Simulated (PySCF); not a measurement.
O2S, SMILES O=S=O. Atoms are numbered in the order given.

```xyz
3

O      0.0000    -1.2308    -0.3637
S      0.0000     0.0000     0.3637
O      0.0000     1.2308    -0.3637
```

The structure is a stationary point at ωB97X-D3(BJ)/def2-TZVP.

Two levels are set side by side: PBE/pcSseg-2 (PySCF) and PBE0/pcSseg-2 (PySCF). GIAO shifts against H2O (¹⁷O), H2S (³³S) at the same level; non-relativistic, no solvent, atoms listed together averaged. Differences are taken from unrounded values.

| quantity | PBE0 |
|---|---|
| δ(¹⁷O) of O1, O3 (ppm) | 627.0 |
| δ(³³S) of S2 (ppm) | 986.0 |

### Question
What does PBE give, and how far is it from PBE0? (The exact figures need the calculation; the answer reports its results.)

### Answer

| quantity | PBE | PBE minus PBE0 |
|---|---|---|
| δ(¹⁷O) of O1, O3 (ppm) | 616.8 | -10.3 |
| δ(³³S) of S2 (ppm) | 942.5 | -43.6 |

Rough cost on one machine, each run with all the roots and properties that it gave: PBE0 against PBE about 2 times.
